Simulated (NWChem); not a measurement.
# One shape, several levels: doublet HCl+

Wanted: a comparison of 6 runs (U-r2SCAN/def2-TZVPPD, U-revPBE/def2-TZVPPD, UM06-2X/def2-TZVPPD, USVWN5/def2-TZVPPD, UCR-CCSD(T)/def2-TZVPPD, UCCSD/def2-TZVPPD) of doublet HCl+. 

The results are computed with NWChem 7.3.0.

## (1) The molecule

The species is HCl+ (2 atoms), meant as a doublet with charge +1. As SMILES of the parent species, `Cl`. Geometry: relaxed at PBE0-D4/def2-TZVP. That shape belongs to the parent species and isn't relaxed for this state.

Bond lengths: Cl1–H2 1.279 Å.

## (2) The energy at U-r2SCAN/def2-TZVPPD (run 1)

Input file run.nw:

```
start run
title "ClH energy"
memory 2200 mb
charge 1

geometry units au noautosym nocenter noautoz
  Cl     1.03179046    -0.33731611     0.53063510
  H     -1.03179046     0.33731611    -0.53063510
end

basis spherical bse
  * library def2-TZVPPD
end

dft
  xc r2scan
  mult 2
  grid xfine
  convergence energy 1e-08
  iterations 100
  mulliken
  print low
end

task dft energy
```

On the command line:

```
$ nwchem run.nw > run.out
```

Log:

```text
[...]
 d= 0,ls=0.0,diis     1   -460.1260132387 -4.67D+02  1.11D-02  1.80D+00     1.2
[...]
 d= 0,ls=0.0,diis     8   -460.3196895441 -2.29D-09  2.97D-07  8.40D-10     9.0
[...]
         Total DFT energy =     -460.319689544141
      One electron energy =     -642.414470460098
           Coulomb energy =      203.312352314236
    Exchange-Corr. energy =      -28.252348365788
 Nuclear repulsion energy =        7.034776967509
[...]
      Total Density - Mulliken Population Analysis
     ---------------------------------------------
    Atom       Charge   Shell Charges
 -----------   ------   -------------------------------------------------------
    1 Cl  17    16.41   2.01  0.44  1.52  1.21  0.81  0.02  4.19  1.67  1.08  2.61  0.82 -0.00  0.00  0.01  0.02  0.00  0.00
    2 H    1     0.59   0.22  0.40 -0.04  0.01  0.05 -0.04  0.00
[...]
      <S2> =      0.7567 (Exact =     0.7500)
[...]
```

Wall time 9.6 s (1 thread of Intel Xeon Platinum 8488C (Sapphire Rapids), shared host); peak memory 0.11 GiB.

## (3) The energy at U-revPBE/def2-TZVPPD (run 2)

Input file a.nw:

```
start a
title "ClH energy"
memory 2200 mb
charge 1

geometry units angstroms noautosym nocenter noautoz
   Cl     0.546000    -0.178500     0.280800
   H     -0.546000     0.178500    -0.280800
end

basis spherical bse
   * library def2-TZVPPD
end

dft
   xc revpbe cpbe96
   mult 2
   grid xfine
   convergence energy 1e-08
   iterations 100
   mulliken
   print medium
end

task dft energy
```

On the command line:

```
$ nwchem a.nw > a.out
```

Log:

```text
[...]
          Wavefunction type:  spin polarized.
          No. of atoms     :     2
          No. of electrons :    17
[...]
          Charge           :     1
          Spin multiplicity:     2
[...]
          AO basis - number of functions:    68
[...]
              XC Information
              --------------
                        RevPBE Exchange Functional  1.000
            Perdew 1991 LDA Correlation Functional  1.000 local
           PerdewBurkeErnz. Correlation Functional  1.000 non-local
[...]
 d= 0,ls=0.0,diis     1   -460.0753715013 -4.67D+02  1.13D-02  1.91D+00     1.0
[...]
 d= 0,ls=0.5,diis    12   -460.2720912222 -3.99D-09  2.96D-07  1.21D-09    10.7
[...]
         Total DFT energy =     -460.272091223221
      One electron energy =     -642.389201099804
           Coulomb energy =      203.276523578838
    Exchange-Corr. energy =      -28.194191161577
 Nuclear repulsion energy =        7.034777459321
[...]
      Total Density - Mulliken Population Analysis
     ---------------------------------------------
    Atom       Charge   Shell Charges
 -----------   ------   -------------------------------------------------------
    1 Cl  17    16.39   2.01  0.43  1.52  1.24  0.78  0.02  4.18  1.67  1.09  2.60  0.81 -0.00  0.00  0.01  0.02  0.00  0.00
    2 H    1     0.61   0.23  0.38 -0.03  0.01  0.04 -0.03  0.00
[...]
      <S2> =      0.7538 (Exact =     0.7500)
[...]
```

It took 12 s on 1 thread of Intel Xeon Platinum 8488C (Sapphire Rapids), shared host; peak memory 0.11 GiB.

Run 3 isn't shown in full; the table further down has it.

## (4) The energy at USVWN5/def2-TZVPPD (run 4)

Input file mymol.xyz:

```xyz
2
ClH
Cl     0.546000    -0.178500     0.280800
H     -0.546000     0.178500    -0.280800
```

Input file mymol.nw:

```
start mymol
title "ClH"
memory total 2200 mb
charge 1

geometry noautosym nocenter noautoz
  load mymol.xyz
end

basis spherical bse
  * library def2-TZVPPD
end

dft
  xc slater vwn_5
  mult 2
  grid xfine
  convergence energy 1e-08
  iterations 100
  mulliken
  noprint "final vectors analysis"
end

task dft energy
```

On the command line:

```
$ nwchem mymol.nw > mymol.out
```

Log:

```text
[...]
          Wavefunction type:  spin polarized.
          No. of atoms     :     2
          No. of electrons :    17
[...]
          Charge           :     1
          Spin multiplicity:     2
[...]
          AO basis - number of functions:    68
[...]
              XC Information
              --------------
                        Slater Exchange Functional  1.000 local
                      VWN V Correlation Functional  1.000 local
[...]
 d= 0,ls=0.0,diis     1   -458.6421343397 -4.66D+02  1.17D-02  2.13D+00     0.6
[...]
 d= 0,ls=0.5,diis    12   -458.8441423883 -5.97D-09  3.64D-07  1.11D-09     5.0
[...]
         Total DFT energy =     -458.844142389577
      One electron energy =     -642.314894859119
           Coulomb energy =      203.178839250022
    Exchange-Corr. energy =      -26.742864239801
 Nuclear repulsion energy =        7.034777459321
[...]
      Total Density - Mulliken Population Analysis
     ---------------------------------------------
    Atom       Charge   Shell Charges
 -----------   ------   -------------------------------------------------------
    1 Cl  17    16.41   2.01  0.43  1.52  1.25  0.77  0.02  4.18  1.67  1.13  2.52  0.87 -0.00  0.00  0.01  0.02  0.00  0.00
    2 H    1     0.59   0.21  0.39 -0.03  0.01  0.04 -0.03  0.00
[...]
      <S2> =      0.7517 (Exact =     0.7500)
[...]
```

It took 6.3 s on 1 thread of Intel Xeon Platinum 8488C (Sapphire Rapids), shared host; peak memory 0.11 GiB.

Run 5 isn't shown in full; the table further down has it.

## (5) A single-point energy at UCCSD/def2-TZVPPD (run 6)

Input file nw.xyz:

```xyz
2

Cl     0.546000    -0.178500     0.280800
H     -0.546000     0.178500    -0.280800
```

Input file run.py:

```python
from ase.io import read
from ase.calculators.nwchem import NWChem

system = read('nw.xyz')

calc = NWChem(
    label='nw',
    theory='tce',
    memory='2200 mb',
    basis='def2-TZVPPD',
    basispar='spherical bse',
    charge=1,
    scf={'nopen': '1', 'uhf': None, 'thresh': '1e-08', 'maxiter': '80'},
    tce={'scf': None, 'ccsd': None, 'freeze': 'core 5', 'maxiter': '60'},
    task='energy',
)
system.calc = calc

e = system.get_potential_energy()
print(f"E = {e:.6f} eV")
```

On the command line:

```
$ export ASE_NWCHEM_COMMAND="nwchem PREFIX.nwi > PREFIX.nwo"
$ python run.py
```

Log:

```text
E = -12513.529065 eV
```

The calculator wrote nw.nwi:

```
title "nw"

permanent_dir nw

scratch_dir nw

start nw

geometry units angstrom nocenter noautosym noautoz
  Cl 5.4600000000000004e-01 -1.7849999999999999e-01 2.8079999999999999e-01
  H  -5.4600000000000004e-01 1.7849999999999999e-01 -2.8079999999999999e-01
end

charge 1

memory 2200 mb

basis spherical bse noprint
   * library def2-TZVPPD
end

scf
  nopen 1
  uhf
  thresh 1e-08
  maxiter 80
end
tce
  scf
  ccsd
  freeze core 5
  maxiter 60
end

task tce energy
```

nw.nwo:

```text
Northwest Computational Chemistry Package (NWChem) 7.3.0
             --------------------------------------------------------

           Job information
           ---------------

    nwchem branch   = 7.3.0
    use scalapack   = T
    input           = nw.nwi
    prefix          = nw.
    data base       = nw/nw.db
    status          = startup
    nproc           =        1

           Memory information
           ------------------

    heap     =     72089594 doubles =      550.0 Mbytes
    stack    =     72089599 doubles =      550.0 Mbytes
    global   =    144179200 doubles =     1100.0 Mbytes (distinct from heap & stack)
    total    =    288358393 doubles =     2200.0 Mbytes
    verify   = yes
    hardfail = no

           Directory information
           ---------------------

  0 permanent = nw
  0 scratch   = nw

                                NWChem Input Module
                                -------------------

                                        nw
                                        --

[... 21 lines left out ...]
            Nuclear Dipole moment (a.u.)
[... 59 lines left out ...]
 1-e energy   =    -613.076719
[... 7 lines left out ...]
         Quadratically convergent UHF
[... 16 lines left out ...]
       Final UHF  results
[... 3 lines left out ...]
      One electron energy =   -642.244781226754
[... 1 line left out ...]
 Nuclear repulsion energy =      7.034777459321
[... 31 lines left out ...]
          Final beta eigenvalues
[... 253 lines left out ...]
                     UHF Final Beta Molecular Orbital Analysis
[... 427 lines left out ...]
 CCSD total energy / hartree       =      -459.863714892673499
[... 1 line left out ...]
 Singles contributions

 Doubles contributions

 Task  times  cpu:       13.5s     wall:       13.5s
 Total times  cpu:       13.5s     wall:       13.5s
```

Wall time 15 s (1 thread of Intel Xeon Platinum 8488C (Sapphire Rapids), shared host); peak memory 0.69 GiB.

## (6) All runs side by side

```csv
run,level,integration grid,iteration cap,energy (Eh),⟨S²⟩,wall time
1,U-r2SCAN/def2-TZVPPD,xfine,100,-460.319690,0.757,9.6 s
2,U-revPBE/def2-TZVPPD,xfine,100,-460.272091,0.754,12 s
3,UM06-2X/def2-TZVPPD,xfine,100,-460.330119,0.753,11 s
4,USVWN5/def2-TZVPPD,xfine,100,-458.844142,0.752,6.3 s
5,UCR-CCSD(T)/def2-TZVPPD,–,80,-459.868980,0.762,21 s
6,UCCSD/def2-TZVPPD,–,80,-459.863715,0.762,15 s
```

## (7) What came out

| quantity | value |
| --- | --- |
| run 6: total energy | -459.86371 Eh |
| run 6: HOMO energy (Hartree–Fock orbitals) (highest over α and β) | -23.04 eV |
| run 6: LUMO energy (Hartree–Fock orbitals) (lowest over α and β) | -10.29 eV |
| run 6: correlation energy (5 core orbitals frozen) | -187.3 mEh |
| run 6: ⟨S²⟩ of the reference determinant | 0.762 |

What this shows: Totals of different functionals can't be ranked against each other. All runs together took 75 s, the longest 21 s.
